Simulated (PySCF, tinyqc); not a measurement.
Worked calculation: RHF in the sto-6g basis, for H2F+, spin multiplicity 1. The lowest restricted solution is unstable here: a spin-polarised one lies 0.0001 hartree lower (PySCF). One step of it, computed by the program tinyqc.

Question. Iteration 9 (converged): orbitals. Diagonalise F' = X^T F X, C = X C', fill 5 alpha and 5 beta electrons from the bottom; D = 2 C_occ C_occ^T. Each column has its largest component positive (the first on a tie).

converged F (hartree), lower triangle:
```
             1F 1s      1F 2s     1F 2px     1F 2py     1F 2pz      2H 1s      3H 1s
1F 1s   -26.790525
1F 2s    -6.489484  -3.330998
1F 2px    0.000000   0.000000  -0.913107
1F 2py   -0.000290  -0.000972   0.000000  -0.755113
1F 2pz   -0.014808  -0.047679   0.000000   0.000183  -0.815033
2H 1s    -0.520817  -0.608816   0.000000  -0.353431  -0.269830  -0.534958
3H 1s    -0.497011  -0.586367   0.000000   0.344274  -0.263564  -0.107889  -0.527377
```

X, lower triangle:
```
            1F 1s      1F 2s    1F 2px     1F 2py     1F 2pz      2H 1s     3H 1s
1F 1s    1.021654
1F 2s   -0.124573   1.058352
1F 2px   0.000000   0.000000  1.000000
1F 2py  -0.000106   0.001034  0.000000   1.021183
1F 2pz  -0.002049   0.018107  0.000000   0.000476   1.008803
2H 1s    0.010665  -0.113899  0.000000  -0.089079  -0.055490   1.035923
3H 1s    0.010291  -0.109016  0.000000   0.086145  -0.053331  -0.029607  1.033434
```

Give: F' = X^T F X; orbital energies; coefficients C; D after iteration 9.

Answer.

F' = X^T F X (hartree), lower triangle:
```
          1        2        3        4        5        6        7
1  -26.3820
2   -3.1801  -2.1976
3    0.0000   0.0000  -0.9131
4   -0.0007   0.0018   0.0000  -0.6691
5   -0.0224   0.0110   0.0000   0.0019  -0.7749
6   -0.0394  -0.2577   0.0000  -0.2810  -0.2015  -0.3818
7   -0.0357  -0.2478   0.0000   0.2740  -0.1965  -0.0221  -0.3842
```

orbital energies (hartree): MO1 -26.7935, MO2 -1.8716, MO3 -0.9366, MO4 -0.9131, MO5 -0.9039, MO6 -0.1910, MO7 -0.0929

coefficients C:
```
            MO1      MO2      MO3     MO4      MO5      MO6      MO7
1F 1s    0.9973  -0.2444   0.0027  0.0000   0.0390   0.0607   0.0048
1F 2s    0.0116   0.9964  -0.0145  0.0000  -0.2030  -0.3543  -0.0293
1F 2px   0.0000   0.0000   0.0000  1.0000   0.0000   0.0000   0.0000
1F 2py   0.0000   0.0009   0.7732  0.0000  -0.0360   0.0391  -0.6764
1F 2pz   0.0008   0.0489   0.0368  0.0000   0.8751  -0.5031  -0.0355
2H 1s   -0.0013   0.0599   0.3638  0.0000   0.2408   0.6276   0.7144
3H 1s   -0.0013   0.0579  -0.3384  0.0000   0.2709   0.7133  -0.6253
```

D after iteration 9, lower triangle:
```
          1F 1s    1F 2s  1F 2px   1F 2py  1F 2pz    2H 1s   3H 1s
1F 1s    2.1116
1F 2s   -0.4797   2.0689
1F 2px   0.0000   0.0000  2.0000
1F 2py   0.0010  -0.0061  0.0000   1.1983
1F 2pz   0.0463  -0.2589  0.0000  -0.0060  1.5392
2H 1s   -0.0112   0.0111  0.0000   0.5454  0.4541   0.3879
3H 1s   -0.0115   0.0151  0.0000  -0.5427  0.4549  -0.1088  0.3825
```
